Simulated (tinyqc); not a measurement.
Inside a calculation. Method: geometry optimisation on the unrestricted B3LYP (VWN-RPA form)/sto-3g surface (energies and gradients from PySCF), for H2O, spin multiplicity 3. Computed by tinyqc, a small Python program that keeps every step (integrals from PySCF). Settings: charge = 0, multiplicity = 3, basis = sto-3g, functional = b3lyp, optimiser = bfgs, first Hessian = 1.0, largest step = 0.1, iteration cap = 30. Command: `OMP_NUM_THREADS=1 python tinyqc.py 28564 28565 out.jsonl` (the two numbers bound the seeds that draw the settings). One thread of a shared host (Intel(R) Xeon(R) Processor @ 2.60GHz), about 20 s of CPU time with the checks.

positions at the start (bohr):
```
,x,y,z
1O,0.071810,-0.005669,0.037795
2H,0.001890,1.266117,1.046908
3H,0.041574,-1.358713,1.101710
```

Stop when the largest gradient component is below 3e-5 hartree/bohr. The inverse Hessian follows the BFGS update with s = step, y = change of gradient.

Course of the optimisation:
```
step,E (hartree),largest gradient (hartree/bohr)
1,-74.81667193,5.47e-01
2,-74.89495835,4.30e-01
3,-74.95424164,3.45e-01
4,-74.99728868,2.95e-01
5,-75.03032088,2.60e-01
6,-75.05784868,2.19e-01
7,-75.07992651,1.72e-01
8,-75.09687512,1.28e-01
9,-75.10951804,8.95e-02
10,-75.11863171,5.72e-02
11,-75.12493615,3.64e-02
12,-75.12911183,2.55e-02
13,-75.13178563,1.70e-02
14,-75.13348712,1.39e-02
15,-75.13457520,1.15e-02
16,-75.13518886,5.03e-03
17,-75.13532637,2.12e-03
18,-75.13534125,2.14e-03
19,-75.13534569,2.07e-03
20,-75.13535251,1.94e-03
21,-75.13536574,1.83e-03
22,-75.13540859,1.78e-03
23,-75.13553538,5.15e-03
24,-75.13566694,7.96e-03
25,-75.13580033,1.05e-02
26,-75.13594050,1.29e-02
27,-75.13610553,1.50e-02
28,-75.13632739,1.69e-02
29,-75.13664609,1.85e-02
30,-75.13709977,1.96e-02
```

Can the last value be used, and what does the course show?

Not by the stop rule. Not converged within 30 steps: the energy falls at every step, but slowly. Reruns: method bfgs, first Hessian 0.6, largest step 0.3: converged in 20 (E = -75.13895).
